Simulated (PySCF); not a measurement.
**Which determinant of Li₂⁺ lies lowest?**

Unrestricted PBE0; Li aug-cc-pVDZ; no relativity (PySCF 2.14). Outer shells of the fragments: Li+ closed shells only; Li 2s1.

Followed along the bond (rough minima from three points):

```csv
2Ms+1,unpaired,⟨S²⟩ at the start,R at minimum (Å),Te (eV)
2,σ ↑,0.75,3.12,0.00
```

Solutions found at the starting distance of 2.670 Å, counted from the lowest of them; the search is not exhaustive and high or unbound solutions are not listed, so other states can lie among these:

```tsv
2Ms+1	unpaired	term	E (eV)	⟨S²⟩	⟨Lz²⟩
2	σ ↑	²Σ⁺	0.00	0.75	0.00
2	π ↑	²Π	2.74	0.75	1.00
```

A term symbol is given only where ⟨S²⟩ and ⟨Lz²⟩ are close to those of a pure state; real π, δ and φ orbitals otherwise mix terms, and g/u labels are left off.

Counting both spins, an empty level lies below a filled one in some of these solutions, because spin and occupation are held.
